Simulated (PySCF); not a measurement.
## TDDFT excited states: C2H3ClO2S

C₂H₃ClO₂S.
Atom-mapped SMILES: `[CH2:1]=[CH:2][S:3](=[O:4])(=[O:5])[Cl:6]` (hydrogens: H7, H8 on C1; H9 on C2)

Structure used (GFN2-xTB), in Å, numbered top down from 1:
```
atom  x, y, z in Å
C1    -1.4681   -0.1610   -0.0209
C2    -0.2839   -0.5263   -0.4476
S3     1.1325    0.1781    0.3706
O4     0.7421    0.8727    1.5529
O5     2.2052   -0.7588    0.4260
Cl6    1.6544    1.5936   -1.0112
H7    -1.5396    0.5274    0.8057
H8    -2.3881   -0.5210   -0.4529
H9    -0.0410   -1.1987   -1.2479
```

Theory: TDDFT CAM-B3LYP/def2-SVPD, vertical, gas phase, core orbitals frozen in the response in PySCF.

```
state  E (eV)  ν̃ (cm⁻¹)       f  |μ| (D)   main configurations (H = HOMO, L = LUMO)
   S1    5.82      46930  0.0040     0.43        H→L (64%), H-1→L (18%), H→L+1 (10%)
   S2    6.08      49010   0.040     1.32       H-1→L (57%), H→L (17%), H-1→L+1 (9%)
   S3    6.51      52520   0.018     0.86                   H-2→L (70%), H-3→L (12%)
   S4    6.64      53540   0.014     0.75                   H-3→L (74%), H-2→L (10%)
   S5    7.23      58330  0.0023     0.29      H→L+1 (61%), H-1→L+1 (14%), H→L (10%)
   S6    7.34      59240   0.155     2.36                    H-4→L (60%), H-5→L (8%)
   S7    7.47      60250   0.135     2.19  H-1→L+1 (47%), H-2→L+1 (14%), H-5→L (12%)
   S8    7.58      61130   0.063     1.48                 H-2→L+1 (65%), H-4→L (10%)
```

Triplets, Tamm–Dancoff:

```tsv
state	E (eV)	λ (nm)	main configurations (H = HOMO, L = LUMO)
T1	4.36	284.6	H-1→L (45%), H→L (17%), H-1→L+1 (9%)
T2	5.18	239.4	H→L (52%), H-1→L (22%), H→L+1 (12%)
T3	5.62	220.8	H-4→L (19%), H-2→L (19%), H-1→L+1 (18%)
```

The lowest singlet lies at 5.82 eV (213 nm, ultraviolet) and is very weak; its leading configuration is HOMO→LUMO (64%). The strongest level in the table is S6 at 7.34 eV (169 nm, f = 0.155). Löwdin shares by element: HOMO (one of a set within 0.03 eV) oxygen 44%, chlorine 40%, carbon 7% or more; LUMO carbon 38%, chlorine 25%, sulfur 17% (atoms not listed hold the other 19%). The listed states span 1.76 eV, and the widest gap between neighbours is 0.59 eV (S4 to S5). Orbital energies (eV): HOMO-3 -11.49, HOMO-2 -11.20, HOMO-1 -10.65, HOMO -10.62, LUMO -1.11, LUMO+1 0.02, LUMO+2 0.99. Of the 8 states listed, 6 reach f = 0.01 and none stays under 0.0005. Only the lowest 8 singlets were computed, as vertical energies without vibronic structure.

One conformer stands for the species.
